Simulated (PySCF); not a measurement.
Gas-phase reaction: SiHF + F2 = SiF2 + HF

Computed with PySCF and rigid-rotor harmonic-oscillator thermochemistry at 1 bar. † marks an energy on the PBE0/def2-TZVP geometry and frequencies; other levels use their own. MP2 and CCSD(T) freeze the core. 6-31G* has spherical d functions here. All species are closed-shell singlets. B3LYP is the form with VWN-RPA correlation. SiHF: computed as isolated molecules; such fragments, hydroxides, amides, oligomers or adducts are transient or little studied in the gas. MP2 isn't extrapolated to the basis-set limit; its ΔH°(298 K) is -732.9 kJ in def2-SVP and -777.4 kJ in def2-TZVPP. CCSD(T) isn't extrapolated to the basis-set limit; its ΔH°(298 K) is -694.0 kJ in def2-SVP and -737.2 kJ in def2-TZVPP. The harmonic model lacks anharmonicity and excited electronic states, which grow with temperature; levels with a mode under 35 cm⁻¹ are left out.

| level | ΔE electronic, kJ | ΔH°(298 K), kJ | ΔS°(298 K), J/K | ΔG°(1000 K), kJ |
|---|---|---|---|---|
| B3LYP/6-31G* | -668 | -660 | -10 | -651 |
| B3LYP/def2-TZVP† | -731 | -722 | -10 | -713 |
| BLYP/def2-TZVP† | -705 | -695 | -10 | -686 |
| CCSD(T)/def2-SVP† | -703 | -694 | -10 | -685 |
| HF/6-31G* | -731 | -722 | -11 | -714 |
| MP2/def2-SVP† | -742 | -733 | -10 | -724 |
| PBE/def2-SVP | -669 | -659 | -10 | -650 |
| PBE/def2-TZVP† | -708 | -698 | -10 | -689 |
| PBE0/def2-TZVP | -736 | -726 | -10 | -717 |
| r2SCAN/def2-TZVP† | -736 | -726 | -10 | -718 |
| LDA/def2-TZVP† | -740 | -731 | -10 | -722 |
ΔH° is lowest at MP2/def2-SVP† and highest at PBE/def2-SVP. No reference value is set beside these.
